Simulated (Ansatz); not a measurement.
The input, for Ansatz 0.2.0:

```yaml
crystal:
  periodic: [false, false, false]
  atoms:
    - {symbol: Si, position_ang: [0.000676, -0.119571, 1.567904]}
    - {symbol: As, position_ang: [-0.000157, 0.048422, -0.607570]}
    - {symbol: H, position_ang: [0.047807, 1.195766, 2.313943]}
    - {symbol: H, position_ang: [-0.054970, -1.463295, -0.840850]}
basis:
  gaussian: {orbitals: def2-TZVPP, fitting: {mean_field: def2-universal-jkfit}}
magnetization: {spin_polarized: false, initial_magnetization: 1}
correlation: {method: fci, electrons: all}
scf: {lower_state_search: off}
```

```sh
$ ansatz run in.yaml --threads 1 --pin off --events-out ev --progress --plain --max-ram 2393MiB
```

(1) One thing in this input was set wrong on purpose, beside settings that are merely unusual. What is the gravest fault, and what does the program do?

Answers

(1) Too large for memory. How the run ends: out of memory.
```
these checks for a lower state are left out or cut short: stability, starts, cluster_reference, orbital_swaps, neighbouring_geometries, increment
430 factors; integrals over basis functions are off by at most 1.2e0 eV
mean field evaluation 1: about -68687.1506 eV, gradient 1.0e1 eV
mean field evaluation 2: about -68687.7367 eV, gradient 5.2e0 eV
mean field evaluation 4: about -68687.9671 eV, gradient 1.1e0 eV
mean field evaluation 8: about -68688.0020 eV, gradient 2.7e-6 eV
mean field -68688.00201234 eV, -2524.2375155536 hartree, gradient 2.7e-6 eV, S^2 0.750000; 0 other end points of the search recorded, 0 dependent functions left out
reference -68688.00201234 eV, -2524.2375155536 hartree; 25, 24 occupied and 93, 94 virtual orbitals, 430 factors
Error: with its determinants' occupation strings, the run needs more than 1.7e10 GiB of memory, and 2.33 GiB are given
refused for memory
```
